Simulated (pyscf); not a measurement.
Cl–GeH(Cl)–Cl + hydrogen (H₂) → Cl–Ge:–Cl [singlet] + hydrogen chloride (HCl) + hydrogen (H₂) (multi-bond step; singlet surface; Cl–Ge, Ge–H, H–H broken, Cl–H, H–H formed). Structures and frequencies: ωB97X-D3(BJ)/def2-SVP in PySCF. Energies in kcal/mol from the separated reactants.

```json
[
 {"level": "ωB97X-D3(BJ)/def2-TZVP", "barrier": "59.8", "reaction energy": "+31.9"},
 {"level": "B3LYP-D3(BJ)/def2-TZVP", "barrier": "50.7", "reaction energy": "+22.7"},
 {"level": "PBE0-D3(BJ)/def2-TZVP", "barrier": "50.7", "reaction energy": "+28.8"},
 {"level": "M06-2X/def2-TZVP", "barrier": "62.0", "reaction energy": "+31.1"},
 {"level": "ωB97M-D3(BJ)/def2-TZVP", "barrier": "57.3", "reaction energy": "+25.0"},
 {"level": "HF/def2-TZVP", "barrier": "84.3", "reaction energy": "+29.0"}
]
```

The functionals in the table span 11.3 kcal/mol in this barrier, from B3LYP-D3(BJ) to M06-2X. On the product side the descent ends in a complex (not fully relaxed), 7.2 kcal/mol under the separated species and 35.1 kcal/mol under the saddle at ωB97X-D3(BJ)/def2-TZVP. This is the saddle that the search found; another between the same sides may lie lower. Elements up to Kr have no core potential and no relativistic terms here.
